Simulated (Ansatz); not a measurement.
Born–Oppenheimer molecular dynamics of H₆SSi (8 atoms, charge 0, multiplicity 1). It starts at the highest image of a converged band. Of that band: Neighbouring images differ by up to 2.1 eV, so the band resolves the path poorly. A vibrational analysis at the climbing image gives one clearly imaginary mode, 1362i cm⁻¹: a first-order saddle point.

These are results of RKS B3LYP/def2-SVP (Ansatz), not measurements.

```yaml
ensemble: NVE (velocity Verlet)
time_step: 0.5 fs
steps_asked: 200
starting_velocities_drawn_for: 100 K
seed: 6078
```

First frame:

```xyz
8
Properties=species:S:1:pos:R:3
Si -0.189 0.003 -0.138
H -0.172 0.205 1.593
H 1.204 -0.509 0.104
H -0.178 1.446 -0.473
H -0.648 -0.861 -1.269
S -2.624 -0.002 0.695
H -2.613 -1.333 0.949
H -1.154 0.177 1.529
```

How far do the bonds stretch over the last three quarters of this one trajectory? (Pairs bonded in most of those frames.)


| bond | mean (Å) | spread (Å) | shortest | longest |
| --- | --- | --- | --- | --- |
| Si1–H3 | 1.499 | 0.041 | 1.43 | 1.57 |
| Si1–H4 | 1.491 | 0.014 | 1.46 | 1.51 |
| Si1–H5 | 1.498 | 0.011 | 1.48 | 1.53 |
| Si1–S6 | 2.257 | 0.187 | 1.96 | 2.50 |
| H2–H8 | 0.762 | 0.018 | 0.74 | 0.79 |
| S6–H7 | 1.357 | 0.019 | 1.33 | 1.39 |

Mean temperature of the second half: 2457 K. The conserved energy stayed within 0.08 meV per atom of its start (net change 0.016 meV per atom), so the integration is sound. The kinetic energy rose, since the run started high on the potential surface and went downhill. It ends in pieces (H2 + H4SSi), so much of that is their flight and rotation, not heat. A run of 0.1 ps of so small a system gives no equilibrium averages. The orbitals stay closed-shell, which can raise the energy where a bond breaks towards radicals; this wasn't checked here.

The run took 5.4 min on 1 thread of Arm Neoverse V1, with other jobs on the host, peak memory 0.12 GiB.
